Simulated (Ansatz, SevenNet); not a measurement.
For 2H WS2, the machine-learned potential SevenNet-l3i5 (trained on PBE and PBE+U data) gives:

```
Item                   Result
-------------------  --------
lattice parameter a   3.191 Å
c axis length        14.472 Å
```

Task: What does r²SCAN+rVV10 (PAW; Ansatz, an electronic-structure program) give for the same quantities?

Result: 
- lattice constant a: 3.170 Å (decreases by 0.7 %)
- lattice parameter c: 12.491 Å (decreases by 14 %)

For comparison: lattice constant a 3.153 Å (measured, 300 K, not corrected to a static lattice; as tabulated in arXiv:1605.07067); lattice parameter c 12.323 Å (measured, 300 K, no zero-point or thermal correction; as tabulated in arXiv:1605.07067).

Changes are worked out from the printed values.

Unless a cell is named, each level is at its own relaxed cell (SevenNet-l3i5 21.27, r²SCAN+rVV10 18.12 Å³/atom).

Levels without +SOC leave out spin–orbit coupling, which shifts energies and cells of such heavy elements.

Ansatz's density-functional and Hartree–Fock values are scalar-relativistic unless marked +SOC, with PAW data made under PBE.
